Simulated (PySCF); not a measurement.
# Simulated absorption spectrum

C5H5S (charge +1).
InChI=1S/C5H5S/c1-2-4-6-5-3-1/h1-5H/q+1

Computed, not measured: TDDFT CAM-B3LYP/def2-SVPD, vertical, gas phase, core orbitals frozen in the response (PySCF 2.14.0, density-fitted response routines). Isolated species at its GFN2-xTB geometry, gas phase.

Broadening: Gaussians 0.25 eV wide at half height, area fixed by f = 4.319×10⁻⁹ ∫ε dν̃. The width is an assumption, not a result. The curve ends short of the highest state used, and states not computed would add to its high-energy end.

(E (eV), ε (L mol⁻¹ cm⁻¹)): (4.59, 11), (4.70, 264), (4.81, 2105), (4.91, 5477), (5.02, 5629), (5.13, 1980), (5.23, 380), (5.34, 1153), (5.45, 5638), (5.55, 9498), (5.66, 6051), (5.77, 1330), (5.87, 246), (5.98, 513), (6.09, 763), (6.19, 434), (6.30, 84), (6.41, 6), (6.52, 16), (6.62, 380), (6.73, 4558), (6.84, 19408), (6.94, 34662), (7.05, 48955)

Question: Locate the maxima and give the states behind the curve.

Answer: 250 nm (4.97 eV), ε about 6400, made up of S1 (100%); 223 nm (5.56 eV), ε about 9500, made up of S2 (100%); 204 nm (6.08 eV), ε about 770, made up of S3 (100%) (ε in L mol⁻¹ cm⁻¹; maxima over ε = 5, shares over 10%). At its high-energy end, 7.05 eV, the curve is still rising (ε about 49000, from S5 and S6). The states used: S1 4.97 eV (f 0.059); S2 5.56 eV (f 0.088); S3 6.08 eV (f 0.0071); S4 6.31 eV (f 0.0000); S5 6.93 eV (f 0.244); S6 7.14 eV (f 0.469); S7 7.54 eV (f 0.0000); S8 7.65 eV (f 0.0009).

Question: Coming from long wavelengths, where does ε first pass 100 L mol⁻¹ cm⁻¹?

Answer: At about 266 nm (4.66 eV), 0.30 eV below S1.

Question: What would ε be at 5.56 eV, the highest of these maxima, with half the width (0.125 eV)?

Answer: About 19100 L mol⁻¹ cm⁻¹ against 9530, a factor of about 2.00; a lone state at its own centre would give exactly 2.

Question: On this curve, what absorbance would a 10⁻⁵ mol/L sample give at 266 nm over a 1 cm path?

Answer: 266 nm is 4.661 eV, where ε is about 98 L mol⁻¹ cm⁻¹, so A = ε c l ≈ 0.00098 (Beer–Lambert, with the gas-phase spectrum and the assumed width).

Hardware: one thread, x86-64 server, no GPU, shared host. Cost: 18 s wall.
